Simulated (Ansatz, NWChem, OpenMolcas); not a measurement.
**Computed against measured: atomisation enthalpy at 298 K**

8 molecules with nitrogen; the atomisation enthalpy at 298 K in kJ/mol, computed less measured. Shapes, held fixed at every level: PBE0-D4/def2-TZVP. Flexible molecules stand in one conformer, not always the lowest. Thermal terms are harmonic and unscaled (PBE/def2-SVP, PBE0-D4/def2-TZVP); the spin-orbit lowering of the free atoms is taken from their spectra. Programs: Ansatz 0.2.0, NWChem 7.3.0, OpenMolcas 26.06. A level may come from different programs for different species; with the same settings they agree closely. Measured values: Active Thermochemical Tables, CRC Handbook of Chemistry and Physics, NIST-JANAF tables.

Levels: A = SVWN5/cc-pVDZ; B = revPBE/cc-pVDZ; C = PBE0/cc-pVDZ; D = wB97M-V/cc-pVDZ.

```json
{"molecule": "C2F3N (SMILES N#CC(F)(F)F)", "from tabulated heats": "2640", "A": "+616", "B": "+10", "C": "-15", "D": "+5"}
{"molecule": "C3H5N (isocyanoethane)", "from tabulated heats": "3571", "A": "+471", "B": "-91", "C": "-49", "D": "-24"}
{"molecule": "CH6N2 (methylhydrazine)", "from tabulated heats": "2875", "A": "+424", "B": "-93", "C": "-59", "D": "-15"}
{"molecule": "C2H7N (dimethylamine)", "from tabulated heats": "3448", "A": "+443", "B": "-107", "C": "-49", "D": "-13"}
{"molecule": "C2H7N (ethanamine)", "from tabulated heats": "3480", "A": "+437", "B": "-112", "C": "-52", "D": "-15"}
{"molecule": "C4H4N2 (pyrazine)", "from tabulated heats": "4488", "A": "+772", "B": "-34", "C": "+9", "D": "-8"}
{"molecule": "C4H5N (trans-Crotononitrile)", "from tabulated heats": "4296", "A": "+581", "B": "-89", "C": "-48", "D": "-45"}
{"molecule": "C2H8N2 (1,2-dimethylhydrazine)", "from tabulated heats": "4030", "A": "+584", "B": "-128", "C": "-65", "D": "-18"}
```

Q: Which level does best on this set, which worst, and which err to one side?

A: 
| level | kind | mean error | mean absolute error | worst case |
| --- | --- | --- | --- | --- |
| SVWN5/cc-pVDZ | LDA | +541.0 | 541.0 | C4H4N2 |
| revPBE/cc-pVDZ | GGA | -80.5 | 83.0 | C2H8N2 |
| PBE0/cc-pVDZ | global hybrid | -41.0 | 43.2 | C2H8N2 |
| wB97M-V/cc-pVDZ | range-separated hybrid | -16.6 | 17.9 | C4H5N |

On this set wB97M-V/cc-pVDZ has the smallest mean absolute error and SVWN5/cc-pVDZ the largest. SVWN5/cc-pVDZ is too high in 8 of 8; revPBE/cc-pVDZ is too low in 7 of 8; PBE0/cc-pVDZ is too low in 7 of 8; wB97M-V/cc-pVDZ is too low in 7 of 8. The heats of C2F3N (cyanotrifluoromethane) come from older tables and can be uncertain by 10 kJ/mol or more. Heats of the atoms come from ATcT where it has them. The tabulated value of C4H5N is in doubt (older tables, estimates, or at odds with other calculations) and kept here. Over the 7 molecules whose values aren't doubted the mean absolute errors are A 535.3; B 82.1; C 42.6; D 14.0. A functional in a double-zeta set wins here by errors that cancel. The set is small.
